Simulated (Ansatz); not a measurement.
**AlO₂ (quartet): the correlation ladder, def2-QZVPP**

The task here is to estimate one member of a computed series from the others.

Program: Ansatz 0.2.0, Gaussian basis. Level of theory: def2-QZVPP, core rule «outside noble gas», up to 7 orbitals frozen. These are calculated values, not measurements.

The runs, in order: UHF; ROHF; CCSD(T) on UHF.

3 further runs of the same task are left out: 1 that didn't finish, 2 set aside as unsound or not needed. Runs told in other sessions of the task aren't counted.

### The system

The geometry is a PBE0/def2-TZVP stationary point (not a proven minimum).

3 atoms, charge 0, spin multiplicity 4.

Atoms are counted from 1 here; the program's logs count them from 0.

Bond lengths: O1–Al2 1.782 Å, Al2–O3 1.782 Å. Angles: O1–Al2–O3 180.0°.

The first run:

in.yaml

```yaml
crystal:
  periodic: [false, false, false]
  atoms:
    - {symbol: O, position_ang: [0.000000, 0.000000, 1.781800]}
    - {symbol: Al, position_ang: [0.000000, 0.000000, 0.000000]}
    - {symbol: O, position_ang: [0.000000, 0.000000, -1.781800]}
basis:
  gaussian: {orbitals: "def2-QZVPP.json"}
magnetization: {spin_polarized: true, initial_magnetization: 3}
hamiltonian: {xc: hf}
output: {orbitals: {seedname: orbitals}}
```

Started as:

```
ansatz run in.yaml --threads 1 --pin off --events-out ev --progress --plain --max-ram 2393MiB
```

Among the steps run: UHF; ROHF; CCSD(T) on UHF.

One table of the session follows, with a row left open; its other results are not shown here.

```
  method  from UCCSD(T) (kJ/mol)
    ROHF                 +1360.7
     UHF                 +1331.3
    UMP2                  +104.5
   UCCSD                       ?
UCCSD(T)                       0
```

Q: Estimate the row for UCCSD from the others.

The run gave: from UCCSD(T) (kJ/mol): +50.0. In the column «from UCCSD(T) (kJ/mol)» it lies between UCCSD(T) (0) and UMP2 (+104.5).
